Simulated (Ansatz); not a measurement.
Barrier height from H + F2 to the transition structure F2H, without zero-point energy, on the benchmark's geometries as Psi4's copy of the set gives them.
Transition structure (charge 0, multiplicity 2):
```xyz
3

H      0.00000     0.00000    -2.23127
F      0.00000     0.00000    -0.61622
F      0.00000     0.00000     0.86414
```
Reactant (charge 0, multiplicity 1):
```xyz
2

F      0.000     0.000     0.000
F      1.395     0.000     0.000
```

Open shells are unrestricted; no spin–orbit coupling.

Cores are frozen in the correlated methods. CBS(a, b) extrapolates the correlation energy as X⁻³ and adds the Hartree–Fock energy of set b.

The values were computed with Ansatz (Gaussian orbitals). 

Task: Predict the barrier height from wB97X-V/def2-TZVPPD.

Result: 0.02 eV

Task: What is the computed barrier height (MP2/CBS(aug-cc-pVTZ, aug-cc-pVQZ))?

Result: 1.28 eV

Task: Estimate the barrier height that MP2/CBS(aug-cc-pVTZ, aug-cc-pVQZ) + ΔCCSD(T)/aug-cc-pVTZ returns for this input.

Result: 0.12 eV

Doubts at one or more of the structures used: a spin-contaminated determinant (MP2/CBS(aug-cc-pVTZ, aug-cc-pVQZ), MP2/CBS(aug-cc-pVTZ, aug-cc-pVQZ) + ΔCCSD(T)/aug-cc-pVTZ); T1 above 0.05 (MP2/CBS(aug-cc-pVTZ, aug-cc-pVQZ) + ΔCCSD(T)/aug-cc-pVTZ).

Ansatz is an electronic-structure program.
